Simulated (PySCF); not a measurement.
Geometries of 2 isomers of C4H4O2, from PBE0-D3(BJ)/def2-SVP geometry optimisation, gas phase (PySCF). One conformer each, no zero-point energy, no frequencies.

**Question.** Which isomer lies lower at this level?
A.
```xyz
10
angstrom
O      1.799   -0.870    0.996
C      1.294   -0.075    0.247
O      1.988    0.857   -0.420
C     -0.137   -0.002   -0.042
C     -1.143    0.574   -0.631
C     -1.475   -0.597    0.249
H      2.916    0.734   -0.170
H     -1.528    1.356   -1.281
H     -1.755   -1.558   -0.209
H     -1.947   -0.423    1.227
```
B.
```xyz
10
angstrom
C     -1.867   -1.219   -0.500
C     -1.009   -0.367   -0.018
C     -0.140    0.494    0.466
C      1.281    0.475    0.047
O      1.786   -0.300   -0.721
O      1.964    1.465    0.645
H     -2.432   -0.998   -1.411
H     -2.037   -2.184   -0.011
H     -0.446    1.252    1.194
H      2.876    1.391    0.328
```

**Answer.** B. That is `C(C=C=C)(O)=O`, 19.1 kcal/mol below the other.

```json
{"SMILES": "C=C=CC(=O)O", "atoms numbered as above": "[CH2:1]=[C:2]=[CH:3][C:4](=[O:5])[OH:6]", "E (Eh)": "-304.67084", "relative (kcal/mol)": "0.0", "relative (kJ/mol)": "0.0", "dipole (D)": "1.41"}
{"SMILES": "O=C(O)C1=CC1", "atoms numbered as above": "[O:1]=[C:2]([OH:3])[C:4]1=[CH:5][CH2:6]1", "E (Eh)": "-304.64043", "relative (kcal/mol)": "19.1", "relative (kJ/mol)": "79.8", "dipole (D)": "2.08"}
```

As drawn, the lower has cumulated double bonds, which the higher lacks; the higher has a three-membered ring, which the lower lacks.
